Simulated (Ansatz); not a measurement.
The same path of AlH₅S (7 atoms, charge 0, multiplicity 1) was run twice with different band settings. The coordinate that changes most is the dihedral H4–Al1–S2–H6.

Method: Ansatz, RKS CAM-B3LYP/def2-SVP.

Relaxed end points:

```xyz
7
Properties=species:S:1:pos:R:3
Al -0.631 -0.774 -0.525
S 0.647 0.717 1.171
H 0.029 -2.146 -0.073
H -2.083 -0.394 0.001
H -0.103 -0.082 -1.858
H 0.338 1.923 0.649
H 1.864 0.688 0.588
```

```xyz
7
Properties=species:S:1:pos:R:3
Al -0.659 -0.700 -0.590
S 0.444 1.293 0.654
H 0.483 -1.777 -0.329
H -1.966 -0.749 0.314
H -0.717 0.013 -2.011
H 1.683 1.198 0.126
H 0.794 0.653 1.791
```

Common settings: movable images 9; climbing image yes; spring 5.0 eV/Å²; optimiser quadratic models (default); start path through a guess of the saddle point; force threshold 0.05 eV/Å; end points relaxed.

| run | iteration limit |
| --- | --- |
| 1 | 60 |
| 2 | 6 |

**Question.** What does each run give, and how far can it be trusted?

**Answer.** Run 1: converged after 12 iterations, highest image 0.025 eV above the first end. A vibrational analysis at the climbing image gives one clearly imaginary mode, 109i cm⁻¹: a first-order saddle point.
Run 2: not converged after 6 iterations, highest image 0.052 eV above the first end. The band didn't meet its force threshold, so its energies are provisional: the largest band force was still 0.83 eV/Å, and over the last iterations the top moved between 0.05 and 0.14 eV.
